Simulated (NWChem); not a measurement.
System: DMSO (C2H6OS); SMILES S(C)(C)=O

The following NWChem deck was run.

```
start job
memory heap 200 mb stack 900 mb global 1100 mb
geometry units angstroms noautoz
  C      0.828182     1.367399     0.192665
  S     -0.235025     0.000558    -0.454327
  C      0.821473    -1.371397     0.192825
  O     -1.497760     0.003696     0.386388
  H      0.292549     2.305425    -0.045580
  H      1.822588     1.357417    -0.295519
  H      0.909146     1.249754     1.291066
  H      0.902975    -1.254039     1.291218
  H      0.281268    -2.306820    -0.045337
  H      1.815932    -1.366328    -0.295327
end
basis spherical
  * library 6-31+g*
end
dft
  xc pbe0
  iterations 150
end
tddft
  cis
  nroots 6
  notriplet
end
task tddft energy
```

NWChem printed, in part:

```
             Northwest Computational Chemistry Package (NWChem) 7.3.0
             --------------------------------------------------------

 CS  symmetry detected

                             Geometry "geometry" -> ""
                             -------------------------

 Output coordinates in angstroms (scale by  1.889725989 to convert to a.u.)

  No.       Tag          Charge          X              Y              Z
 ---- ---------------- ---------- -------------- -------------- --------------
    1 C                    6.0000     0.81682580     0.20716905     1.36940207
    2 S                   16.0000    -0.23078119    -0.45955094     0.00000000
    3 C                    6.0000     0.81682580     0.20716905    -1.36940207
    4 O                    8.0000    -1.50897526     0.35747480     0.00000000
    5 H                    1.0000     0.28343993    -0.04102230     2.30612933
    6 H                    1.0000     1.82019009    -0.26237334     1.36187652
    7 H                    1.0000     0.87756573     1.30688968     1.25190027
    8 H                    1.0000     0.87756573     1.30688968    -1.25190027
    9 H                    1.0000     0.28343993    -0.04102230    -2.30612933
   10 H                    1.0000     1.82019009    -0.26237334    -1.36187652

 Effective nuclear repulsion energy (a.u.)     180.8275352157

      Symmetry information
      --------------------

 Group name             Cs
 Group number              2
 Group order               2
 No. of unique centers     6

                                 NWChem DFT Module
                                 -----------------

 Summary of "ao basis" -> "ao basis" (spherical)
 ------------------------------------------------------------------------------
       Tag                 Description            Shells   Functions and Types
 ---------------- ------------------------------  ------  ---------------------
 C                          6-31+g*                  8       18   4s3p1d
 S                          6-31+g*                 10       22   5s4p1d
 O                          6-31+g*                  8       18   4s3p1d
 H                          6-31+g*                  2        2   2s

      Symmetry analysis of basis
      --------------------------

        a'         53
        a"         35

            General Information
            -------------------
          SCF calculation type: DFT
          Wavefunction type:  closed shell.
          No. of atoms     :    10
          No. of electrons :    42
           Alpha electrons :    21
            Beta electrons :    21
          Charge           :     0
          Spin multiplicity:     1
          Use of symmetry is: off; symmetry adaption is: on
          Maximum number of iterations: 150
          AO basis - number of functions:    88
                     number of shells:    46
          Convergence on energy requested:  1.00D-06
          Convergence on density requested:  1.00D-05
          Convergence on gradient requested:  5.00D-04

              XC Information
              --------------
                         PBE0 Method XC Functional
                     Hartree-Fock (Exact) Exchange  0.250
          PerdewBurkeErnzerhof Exchange Functional  0.750
            Perdew 1991 LDA Correlation Functional  1.000 local
           PerdewBurkeErnz. Correlation Functional  1.000 non-local

             Grid Information
             ----------------
          Grid used for XC integration:  medium
          Radial quadrature: Mura-Knowles
          Angular quadrature: Lebedev.
          Tag              B.-S. Rad. Rad. Pts. Rad. Cut. Ang. Pts.
          ---              ---------- --------- --------- ---------
          C                   0.70       49          12.0       434
          S                   1.00       88          11.0       590
          O                   0.60       49          11.0       434
          H                   0.35       45          12.0       434
          Grid pruning is: on
          Number of quadrature shells:   505
          Spatial weights used:  Erf1

      Superposition of Atomic Density Guess
      -------------------------------------

 Sum of atomic energies:        -550.52937076

      Non-variational initial energy
      ------------------------------

 Total energy =    -552.385935
 1-e energy   =   -1115.668313
 2-e energy   =     382.454842
 HOMO         =      -0.284920
 LUMO         =       0.047295

      Symmetry analysis of molecular orbitals - initial
      -------------------------------------------------

  Numbering of irreducible representations:

     1 a'          2 a"

  Orbital symmetries:

     1 a'          2 a'          3 a'          4 a"          5 a'
     6 a'          7 a"          8 a'          9 a'         10 a'
    11 a"         12 a'         13 a'         14 a'         15 a"
    16 a'         17 a"         18 a'         19 a"         20 a"
    21 a'         22 a"         23 a'         24 a'         25 a'
    26 a'         27 a'         28 a"         29 a"         30 a'
    31 a"

 !! scf_movecs_sym_adapt:   31 vectors were symmetry contaminated

  Symmetry fudging

   convergence    iter        energy       DeltaE   RMS-Dens  Diis-err
 ---------------- ----- ----------------- --------- --------- ---------
 d= 0,ls=0.0,diis     1   -552.7283563244 -7.34D+02  7.64D-02  1.05D+00

 !! scf_movecs_sym_adapt:   23 vectors were symmetry contaminated

  Symmetry fudging
 d= 0,ls=0.0,diis     2   -552.1099412204  6.18D-01  6.67D-02  6.88D+00

 !! scf_movecs_sym_adapt:   28 vectors were symmetry contaminated

  Symmetry fudging
 d= 0,ls=0.0,diis     3   -552.8532434222 -7.43D-01  4.08D-03  3.04D-02

 !! scf_movecs_sym_adapt:   31 vectors were symmetry contaminated

  Symmetry fudging
 d= 0,ls=0.0,diis     4   -552.8555110055 -2.27D-03  1.69D-03  1.11D-02

 !! scf_movecs_sym_adapt:   12 vectors were symmetry contaminated

  Symmetry fudging
 d= 0,ls=0.0,diis     5   -552.8569474091 -1.44D-03  2.36D-04  2.02D-04

 !! scf_movecs_sym_adapt:    4 vectors were symmetry contaminated

  Symmetry fudging
  Resetting Diis
 d= 0,ls=0.0,diis     6   -552.8569746957 -2.73D-05  6.87D-05  2.24D-05
 d= 0,ls=0.0,diis     7   -552.8569775411 -2.85D-06  2.87D-05  8.40D-07
 d= 0,ls=0.0,diis     8   -552.8569775630 -2.19D-08  1.49D-05  7.89D-07
 d= 0,ls=0.0,diis     9   -552.8569776626 -9.96D-08  2.72D-06  2.58D-08

         Total DFT energy =     -552.856977662598
      One electron energy =    -1118.253919573495
           Coulomb energy =      431.571194911048
    Exchange-Corr. energy =      -47.001788215858
 Nuclear repulsion energy =      180.827535215707

 Numeric. integr. density =       41.999983205694

                  Occupations of the irreducible representations
                  ----------------------------------------------

                     irrep           alpha         beta
                     --------     --------     --------
                     a'               14.0         14.0
                     a"                7.0          7.0

                       DFT Final Molecular Orbital Analysis
                       ------------------------------------

[...]

                                NWChem TDDFT Module
                                -------------------

            General Information
            -------------------
           No. of orbitals :     176
            Alpha orbitals :      88
             Beta orbitals :      88
        Alpha frozen cores :       0
         Beta frozen cores :       0
     Alpha frozen virtuals :       0
      Beta frozen virtuals :       0
         Spin multiplicity :       1
    Number of AO functions :      88
        Use of symmetry is : off
      Symmetry adaption is : on
         Schwarz screening :  0.10D-07

              XC Information
              --------------
                  PBE0 Method XC Functional
              Hartree-Fock (Exact) Exchange   0.25
   PerdewBurkeErnzerhof Exchange Functional   0.75
     Perdew 1991 LDA Correlation Functional   1.00 local
    PerdewBurkeErnz. Correlation Functional   1.00 non-local

             TDDFT Information
             -----------------
          Calculation type : Tamm-Dancoff TDDFT
         Wavefunction type : Restricted singlets
          No. of electrons :      42
           Alpha electrons :      21
            Beta electrons :      21
              No. of roots :       6
          Max subspacesize :    5200
            Max iterations :     100
               Target root :       1
           Target symmetry : none
      Symmetry restriction : off
                 Algorithm : Optimal
        Davidson threshold :  0.10D-03

    6 smallest eigenvalue differences (eV)
--------------------------------------------------------
  No. Spin  Occ  Vir  Irrep   E(Occ)    E(Vir)   E(Diff)
--------------------------------------------------------
    1    1   21   22 a'       -0.247     0.009     6.978
    2    1   21   23 a"       -0.247     0.010     6.987
    3    1   21   24 a'       -0.247     0.024     7.390
    4    1   21   25 a'       -0.247     0.034     7.664
    5    1   20   22 a"       -0.284     0.009     7.986
    6    1   20   23 a'       -0.284     0.010     7.994
--------------------------------------------------------

  Entering Davidson iterations
  Restricted singlet excited states

  Iter   NTrls   NConv    DeltaV     DeltaE      Time
  ----  ------  ------  ---------  ---------  ---------
    1      6       0     0.19E+00   0.10+100        8.1
    2     12       0     0.24E-01   0.33E-01        8.0
    3     18       0     0.11E-01   0.21E-02        7.9
    4     24       0     0.43E-01   0.44E-02        7.9
    5     30       0     0.13E-01   0.51E-02        7.9
    6     36       4     0.42E-02   0.51E-03        8.0
    7     38       4     0.10E-02   0.37E-04        5.4
    8     40       4     0.26E-03   0.22E-05        5.3
    9     42       6     0.81E-04   0.13E-06        5.4
  ----  ------  ------  ---------  ---------  ---------
  Convergence criterion met

  Ground state a'       -552.856977662598 a.u.

  ----------------------------------------------------------------------------
  Root   1 singlet a"             0.211659200 a.u.                5.7595 eV
  ----------------------------------------------------------------------------
     Transition Moments    X  0.00000   Y -0.00000   Z  0.69531
     Dipole Oscillator Strength                    0.0682194143
     Electric Quadrupole                           0.0000001199
     Magnetic Dipole                               0.0000014421
     Total Oscillator Strength                     0.0682209763

     Occ.   19  a'  ---  Virt.   23  a"       0.05047
     Occ.   20  a"  ---  Virt.   25  a'       0.05638
     Occ.   21  a'  ---  Virt.   23  a"       0.97321
     Occ.   21  a'  ---  Virt.   28  a"      -0.14468
     Occ.   21  a'  ---  Virt.   29  a"      -0.06590
     Occ.   21  a'  ---  Virt.   30  a"       0.05102
  ----------------------------------------------------------------------------
  Root   2 singlet a'             0.214678251 a.u.                5.8417 eV
  ----------------------------------------------------------------------------
     Transition Moments    X -0.11959   Y  0.16277   Z  0.00000
     Dipole Oscillator Strength                    0.0058386470
     Electric Quadrupole                           0.0000000078
     Magnetic Dipole                               0.0000013837
     Total Oscillator Strength                     0.0058400384

     Occ.   20  a"  ---  Virt.   23  a"       0.12247
     Occ.   21  a'  ---  Virt.   22  a'      -0.19389
     Occ.   21  a'  ---  Virt.   24  a'       0.87574
     Occ.   21  a'  ---  Virt.   25  a'      -0.38116
     Occ.   21  a'  ---  Virt.   26  a'      -0.08489
     Occ.   21  a'  ---  Virt.   32  a'      -0.06325
     Occ.   21  a'  ---  Virt.   36  a'       0.08112
  ----------------------------------------------------------------------------
  Root   3 singlet a'             0.222793286 a.u.                6.0625 eV
  ----------------------------------------------------------------------------
     Transition Moments    X  0.38508   Y -0.01103   Z -0.00000
     Dipole Oscillator Strength                    0.0220431564
     Electric Quadrupole                           0.0000000456
     Magnetic Dipole                               0.0000000277
     Total Oscillator Strength                     0.0220432297

     Occ.   20  a"  ---  Virt.   23  a"      -0.17849
     Occ.   20  a"  ---  Virt.   28  a"       0.05589
     Occ.   21  a'  ---  Virt.   22  a'      -0.93798
     Occ.   21  a'  ---  Virt.   24  a'      -0.05019
     Occ.   21  a'  ---  Virt.   25  a'       0.24923
     Occ.   21  a'  ---  Virt.   26  a'       0.09819
  ----------------------------------------------------------------------------
  Root   4 singlet a'             0.234370448 a.u.                6.3775 eV
  ----------------------------------------------------------------------------
     Transition Moments    X -0.23450   Y -0.57996   Z  0.00000
     Dipole Oscillator Strength                    0.0611468382
     Electric Quadrupole                           0.0000002188
     Magnetic Dipole                               0.0000000000
     Total Oscillator Strength                     0.0611470570

     Occ.   20  a"  ---  Virt.   23  a"       0.18430
     Occ.   20  a"  ---  Virt.   28  a"      -0.06772
     Occ.   21  a'  ---  Virt.   22  a'       0.18432
     Occ.   21  a'  ---  Virt.   24  a'       0.40700
     Occ.   21  a'  ---  Virt.   25  a'       0.83912
     Occ.   21  a'  ---  Virt.   26  a'       0.20331
     Occ.   21  a'  ---  Virt.   36  a'      -0.10292
  ----------------------------------------------------------------------------
  Root   5 singlet a"             0.245846814 a.u.                6.6898 eV
  ----------------------------------------------------------------------------
     Transition Moments    X -0.00000   Y -0.00000   Z  0.09786
     Dipole Oscillator Strength                    0.0015696868
     Electric Quadrupole                           0.0000000944
     Magnetic Dipole                               0.0000012667
     Total Oscillator Strength                     0.0015710479

     Occ.   20  a"  ---  Virt.   22  a'       0.11323
     Occ.   20  a"  ---  Virt.   24  a'       0.87433
     Occ.   20  a"  ---  Virt.   25  a'      -0.43340
     Occ.   20  a"  ---  Virt.   26  a'      -0.10113
     Occ.   20  a"  ---  Virt.   27  a'      -0.05367
     Occ.   20  a"  ---  Virt.   32  a'      -0.05746
     Occ.   20  a"  ---  Virt.   34  a'       0.08497
     Occ.   20  a"  ---  Virt.   36  a'       0.06590
  ----------------------------------------------------------------------------
  Root   6 singlet a"             0.256236678 a.u.                6.9726 eV
  ----------------------------------------------------------------------------
     Transition Moments    X  0.00000   Y  0.00000   Z  0.49519
     Dipole Oscillator Strength                    0.0418891704
     Electric Quadrupole                           0.0000000906
     Magnetic Dipole                               0.0000003047
     Total Oscillator Strength                     0.0418895657

     Occ.   20  a"  ---  Virt.   22  a'      -0.96661
     Occ.   20  a"  ---  Virt.   24  a'       0.13144
     Occ.   20  a"  ---  Virt.   26  a'       0.06711
     Occ.   21  a'  ---  Virt.   23  a"       0.05192
     Occ.   21  a'  ---  Virt.   28  a"       0.17948

              Target root =      1
          Target symmetry = none
      Ground state energy =   -552.856977662598
        Excitation energy =      0.211659200396
     Excited state energy =   -552.645318462202

  stored tddft:energy   -552.64531846220223
```

Level: PBE0/6-31+G* (spherical d), TDA. Geometry: optimised at PBE-D3(BJ)/def2-SVP.
